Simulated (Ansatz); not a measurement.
Basis-set series for `FCC(F)(F)F`. The species carries charge 0 and has multiplicity 1. The geometry is a stationary point of PBE0-D4/def2-TZVP.

| functional | basis | functions | energy (Eh) | HOMO (eV) | LUMO (eV) |
| --- | --- | --- | --- | --- | --- |
| PBE0-D4 | def2-SVP | 94 | -475.96253 | -10.29 | 1.86 |
| PBE0-D4 | def2-QZVPP | 402 | -476.56185 | -10.55 | 0.77 |
| ωB97M-V | def2-SVP | 94 | -476.29253 | -12.70 | 3.68 |
| ωB97M-V | def2-QZVPP | 402 | -476.90350 | -12.98 | 1.94 |

Q: Give the rows for def2-TZVPP. (Best estimate.)

A: Ansatz gave: 
| functional | basis | functions | energy (Eh) | HOMO (eV) | LUMO (eV) |
| --- | --- | --- | --- | --- | --- |
| PBE0-D4 | def2-TZVPP | 214 | -476.53761 | -10.49 | 1.24 |
| ωB97M-V | def2-TZVPP | 214 | -476.88051 | -12.93 | 2.85 |

Positive LUMOs are unbound and depend on the basis.
